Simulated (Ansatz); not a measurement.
# CHOSi+ (triplet): the correlation ladder, def2-QZVPP

The task here is to estimate one member of a computed series from the others.

Computed with Ansatz 0.2.0, Gaussian basis. Level: def2-QZVPP, core rule «outside noble gas», up to 7 orbitals frozen.

To be run: UHF; ROHF; CCSD(T) on UHF.

### The system

The geometry is a PBE0/def2-TZVP stationary point (not a proven minimum) of the parent state, kept for this charge and spin.

4 atoms, charge 1, spin multiplicity 3.

Atoms are counted from 1 here; the program's logs count them from 0.

Bond lengths: C1–O2 1.268 Å, O2–Si3 1.699 Å, Si3–H4 1.496 Å. Angles: C1–O2–Si3 139.4°, O2–Si3–H4 117.6°.

Set-up of the first run:

The input, in.yaml:

```yaml
crystal:
  periodic: [false, false, false]
  atoms:
    - {symbol: C, position_ang: [0.000000, 0.333035, 1.722367]}
    - {symbol: O, position_ang: [0.000000, -0.312160, 0.630489]}
    - {symbol: Si, position_ang: [0.000000, -0.015246, -1.042169]}
    - {symbol: H, position_ang: [0.000000, 1.411369, -1.492570]}
basis:
  gaussian: {orbitals: "def2-QZVPP.json"}
total_charge: 1
magnetization: {spin_polarized: true, initial_magnetization: 2}
hamiltonian: {xc: hf}
output: {orbitals: {seedname: orbitals}}
```

Started as:

```sh
> ansatz run in.yaml --threads 1 --pin off --events-out ev --progress --plain --max-ram 2393MiB
```

Among the steps run: UHF; ROHF; CCSD(T) on UHF.

One table of the session follows, with a row left open; its other results are not shown here.

| method | from UCCSD(T) (meV) |
| --- | --- |
| ROHF | +13285.8 |
| UHF | ? |
| UMP2 | +1182.7 |
| UCCSD | +662.7 |
| UCCSD(T) | 0 |

Estimate the missing values for UHF.

As computed: from UCCSD(T) (meV): +13208.3. In the column «from UCCSD(T) (meV)» it lies between UMP2 (+1182.7) and ROHF (+13285.8).
